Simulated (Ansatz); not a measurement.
The pair A = H2O (SMILES O) (first 3 atoms), B = H2O (SMILES O); geometry from S66by8 set.
(charge 0, multiplicity 1):
```xyz
6

O     -1.52439    -0.04362     0.00487
H     -1.84439     0.85922    -0.01656
H     -0.56467     0.05456     0.00015
O      1.44669     0.03878    -0.00457
H      1.82331    -0.39960     0.76156
H      1.81895    -0.43743    -0.74997
```

Correlated levels freeze the cores.

Programs: Ansatz (Gaussian basis) for Hartree–Fock, density functionals and correlated methods. Values without a source in brackets are computed.

Total energies (hartree), monomers frozen at their geometry in the pair:

| structure | B3LYP/def2-TZVPPD | MP2/aug-cc-pVDZ | CCSD(T)/aug-cc-pVTZ |
|---|---|---|---|
| AB | -152.9459444 | -152.5299442 | -152.6928409 |
| A in the pair's basis | -76.4694025 | -76.2612211 | -76.3425889 |
| B in the pair's basis | -76.4694387 | -76.2616815 | -76.3427173 |
| A | -76.4693813 | -76.2608451 | -76.3422977 |
| B | -76.4694135 | -76.2608350 | -76.3423167 |

Q: Work out the interaction energy without and with the counterpoise correction, and the superposition error, for each level.

A: 
E(AB) − E(A) − E(B), times 627.509 kcal/mol, with the monomers in their own basis and then in the pair's basis:
- B3LYP/def2-TZVPPD: -4.49 uncorrected, -4.46 corrected; the monomers gain 0.03 kcal/mol from borrowed functions
- MP2/aug-cc-pVDZ: -5.19 uncorrected, -4.42 corrected; the monomers gain 0.77 kcal/mol from borrowed functions
- CCSD(T)/aug-cc-pVTZ: -5.16 uncorrected, -4.73 corrected; the monomers gain 0.43 kcal/mol from borrowed functions

Ansatz is a quantum-chemistry and plane-wave program.
